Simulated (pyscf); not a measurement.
Single points on ωB97X-D3(BJ)/def2-SVP structures (PySCF, gas phase).

### Question
For the elementary gas-phase step `[NH3]` + `[NH2][AlH][NH2]` → `[NH2][Al]([NH2])[NH2]` + `[H][H]` (singlet surface; H–N, Al–H broken, Al–N, H–H formed), what barrier and reaction energy does HF/def2-TZVP give, measured from the separated reactants?

### Answer
ΔE‡ = 1.03 eV, ΔE = -0.46 eV. ωB97M-D3(BJ)/def2-TZVP gives 0.41 eV and -0.57 eV. Zero-point energy shifts the barrier by -0.04 eV. It is a four-centre exchange, with an imaginary mode of 1268i cm⁻¹. On the reactant side the descent ends in an adduct with a Al–N contact, 0.98 eV under the separated species and 1.34 eV under the saddle at ωB97X-D3(BJ)/def2-TZVP. What is counted as formed (Al–N) is already present as a longer contact in the reactant adduct; forming that adduct is a step of its own. At the saddle there is also a short Al–H contact that neither side keeps. This is the saddle that the search found; another between the same sides may lie lower.
